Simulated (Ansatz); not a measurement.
A calculation with Ansatz (development build ahead of 0.2.0).

```yaml
crystal:
  periodic: [false, false, false]
  atoms:
    - { symbol: F, position_ang: [0.0, 0.0, 0.0] }
    - { symbol: F, position_ang: [0.0, 0.0, 1.69] }
basis:
  gaussian: { orbitals: def2-SVP }
total_charge: 1
magnetization:
  initial_magnetization: 1
hamiltonian:
  xc: hf
correlation:
  method: mp2
  frozen_orbitals: { F: 1 }
output:
  forces: true
```

The input is written out in the form of the current development build from the run's settings. Correlation on restricted open-shell orbitals is semicanonical, with singles.

Output:

```
Converged                       : yes
Reference energy                : -197.91300 hartree
Correlation energy              : -0.32332 hartree
Total energy                    : -198.23632 hartree
Spin squared of the determinant : 0.750
Stability test                  : minimum among restricted orbitals
```

Forces (eV/Å):
| atom | Fx | Fy | Fz |
| --- | --- | --- | --- |
| F1 | 0.000 | 0.000 | 4.361 |
| F2 | 0.000 | 0.000 | -4.361 |

Caution: bonds are stretched, where a single reference can fail; an unrestricted determinant lies well below; other determinants can give a lower correlated total; forces differ strongly between restricted and unrestricted references; the charge can sit on one fragment and break the point group.
